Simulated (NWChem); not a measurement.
Molecule: acetonitrile (C₂H₃N); SMILES CC#N

Computed with NWChem. Pople sets run with spherical d functions. Each level has its own optimisation. Entropies are gas-phase, rigid-rotor, harmonic values for NWChem's default masses at 298.15 K and 1 bar, so the errors hold that model's part too (torsions, anharmonicity).

Measured entropy at 1 bar: 58.2 cal/(mol K) (CRC Handbook, as tabulated in the package chemicals).

Which of these levels lies farthest from the measured value, and how do the others fare: Hartree-Fock/STO-3G; PBE/def2-SVP; Hartree-Fock/3-21G; Hartree-Fock/6-31G*; BLYP/def2-SVP; LDA (Slater exchange, VWN5)/def2-SVP; B3LYP/6-31G*; PBE0/def2-SVP?

Hartree-Fock/3-21G.
```csv
level,entropy at 1 bar (cal/(mol K)),computed − measured
Hartree-Fock/STO-3G,57.4,-0.8
Hartree-Fock/3-21G,57.1,-1.1
Hartree-Fock/6-31G*,57.5,-0.7
B3LYP/6-31G*,57.9,-0.3
"LDA (Slater exchange, VWN5)/def2-SVP",58.0,-0.2
PBE/def2-SVP,58.2,0.0
BLYP/def2-SVP,58.2,0.0
PBE0/def2-SVP,57.9,-0.3
```
